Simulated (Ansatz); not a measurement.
This geometry of C₂H₇N (10 atoms, charge 0, multiplicity 1) is a first-order saddle point.

Theory: RHF/def2-TZVP in Ansatz 0.2.0.

```xyz
10
Properties=species:S:1:pos:R:3
C -0.759 0.498 -0.601
C 0.067 -0.632 -0.006
N 1.257 -0.158 0.694
H -1.606 0.107 -1.155
H -0.160 1.092 -1.285
H -1.137 1.156 0.176
H 0.367 -1.305 -0.803
H -0.555 -1.212 0.670
H 1.268 -0.433 1.651
H 1.341 0.835 0.661
```

Which two structures does it join? (They come from a converged band through this point; their orientation in space is the band's.)

No bond is made or broken. The dihedral C1–C2–N3–H9 goes from 60 to -178°.

First end point:

```xyz
10
Properties=species:S:1:pos:R:3
C -0.790 0.496 -0.524
C 0.079 -0.652 -0.018
N 1.192 -0.266 0.829
H -1.598 0.127 -1.148
H -0.205 1.196 -1.113
H -1.231 1.044 0.304
H 0.479 -1.202 -0.863
H -0.535 -1.352 0.539
H 0.875 0.209 1.649
H 1.816 0.350 0.349
```

Last end point:

```xyz
10
Properties=species:S:1:pos:R:3
C -0.802 0.508 -0.637
C 0.067 -0.557 0.009
N 1.227 0.043 0.648
H -1.659 0.059 -1.129
H -0.235 1.069 -1.370
H -1.176 1.208 0.105
H 0.425 -1.241 -0.753
H -0.540 -1.145 0.700
H 1.824 -0.653 1.044
H 0.953 0.658 1.386
```

How far does it lie above each of them?

9.6 kJ/mol above the first and 10.3 kJ/mol above the second. This is the barrier of this one path; another mechanism may lie lower.

Run time: 26 s on 2 threads of Arm Neoverse V1, with other jobs on the host, peak memory 0.22 GiB.
